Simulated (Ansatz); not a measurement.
# Graphite under LDA: convergence with the cold (Marzari-Vanderbilt) smearing

Aim: find which cold (Marzari-Vanderbilt) smearing width is enough for energy and pressure. The geometry was relaxed under LDA beforehand and stays fixed; 7 values are run, from 0.01 to 1.0 eV. Wanted are the values from which on the energy stays within 10 and 1 meV/atom, and the pressure within 0.5 GPa, of the narrowest run. Within the series other settings stay, but some runs also write fields, which adds to their time. Spin polarisation is left out.

Method: DFT LDA, plane waves with PAW, scalar-relativistic, in Ansatz 0.2.0.

1 further run of the same task is left out (set aside as unsound or not needed).

## Step 1: The starting structure

Symmetry: P6_3/mmc, No. 194, hexagonal system. Conventional cell: a = 2.445 Å, b = 2.445 Å, c = 6.610 Å, α = 90.00°, β = 90.00°, γ = 120.00°. Around C (site symmetry -6m2) lie 3 C at 1.41 Å.

Structure file:

```
CELL_PARAMETERS angstrom
2.44500 0.00000 0.00000
-1.22250 2.11743 0.00000
0.00000 0.00000 6.61046
ATOMIC_POSITIONS crystal
C 0.00000 0.00000 0.25000
C 0.00000 0.00000 0.75000
C 0.33333 0.66667 0.25000
C 0.66667 0.33333 0.75000
```

## Step 2: Width 0.01 eV

The run at 0.01 eV.

Contents of input.yaml:

```yaml
crystal:
  lattice:
    - [2.4449954633, 0.0, 0.0]
    - [-1.2224977317, 2.1174281834, 0.0]
    - [0.0, 0.0, 6.6104633561]
  atoms:
    - { symbol: C, position: [1.0, 1.0, 0.25] }
    - { symbol: C, position: [0.0, 0.0, 0.75] }
    - { symbol: C, position: [0.3333333333, 0.6666666667, 0.25] }
    - { symbol: C, position: [0.6666666667, 0.3333333333, 0.75] }
hamiltonian:
  xc: lda
  pseudopotentials:
    kind: paw
    azcp:
      C: "pseudopotentials/C.paw.azcp"
basis:
  ecutwfc: 420
  fft_grid_basis: typed
kpoints:
  mp_grid: { grid: [15, 15, 5], shift: [0, 0, 0] }
magnetization:
  spin_polarized: false
scf:
  occupations: { method: cold, width: 0.01 }
  lower_state_search: "off"
output:
  stress: true
```

The run is started by

```bash
> ansatz run input.yaml --threads 2 --pin off --max-ram 5120MiB --backend cpu --events-out ev --progress --plain --runs-dir out
```

## Step 3: Width 0.03 eV

The run at 0.03 eV.

input.yaml: that of step 2 with these lines changed.

```diff
@@ -24,3 +24,3 @@
 scf:
-  occupations: { method: cold, width: 0.01 }
+  occupations: { method: cold, width: 0.03 }
   lower_state_search: "off"
```

## Step 4: Width 0.1 eV

The run at 0.1 eV.

input.yaml: that of step 3 with these lines changed.

```diff
@@ -24,3 +24,3 @@
 scf:
-  occupations: { method: cold, width: 0.03 }
+  occupations: { method: cold, width: 0.1 }
   lower_state_search: "off"
@@ -28 +28,5 @@
   stress: true
+  write_density: true
+  write_potential: true
+  elf: true
+  volumetric_format: npy
```

## Step 5: Width 0.2 eV

The run at 0.2 eV.

input.yaml: that of step 4 with these lines changed.

```diff
@@ -24,3 +24,3 @@
 scf:
-  occupations: { method: cold, width: 0.1 }
+  occupations: { method: cold, width: 0.2 }
   lower_state_search: "off"
```

## Step 6: Width 0.3 eV

The run at 0.3 eV.

input.yaml: that of step 5 with these lines changed.

```diff
@@ -24,3 +24,3 @@
 scf:
-  occupations: { method: cold, width: 0.2 }
+  occupations: { method: cold, width: 0.3 }
   lower_state_search: "off"
@@ -28,5 +28 @@
   stress: true
-  write_density: true
-  write_potential: true
-  elf: true
-  volumetric_format: npy
```

## Step 7: Width 0.6 eV

The run at 0.6 eV.

input.yaml: that of step 6 with these lines changed.

```diff
@@ -24,3 +24,3 @@
 scf:
-  occupations: { method: cold, width: 0.3 }
+  occupations: { method: cold, width: 0.6 }
   lower_state_search: "off"
```

## Step 8: Width 1.0 eV

The run at 1.0 eV.

input.yaml: that of step 7 with these lines changed.

```diff
@@ -24,3 +24,3 @@
 scf:
-  occupations: { method: cold, width: 0.6 }
+  occupations: { method: cold, width: 1.0 }
   lower_state_search: "off"
```

(Steps that only read results are left out.)

Q: Predict the outcome of this session.

As calculated:

| quantity | value |
| --- | --- |
| E(σ → 0) stays within 10 meV/atom of 0.01 eV | up to 1.0 eV |
| E(σ → 0) stays within 1 meV/atom | up to 0.6 eV |
| pressure stays within 0.5 GPa | up to 1.0 eV |
| pressure at 0.01 eV | 0.01 GPa |

At 1.0 eV the energy differs by -2.5 meV/atom and the pressure by -0.3 GPa. Over the range F shifts by +6.7 meV/atom, while E(σ → 0) shifts by -2.5. This scheme cancels the term in the square of the width, so F moves little up to 0.2 eV. The mesh (15×15×5) is fixed, so the narrowest widths carry a k-point error of their own. The cell taken over is 3 % smaller than the measured one (8.82 Å³/atom, COD).
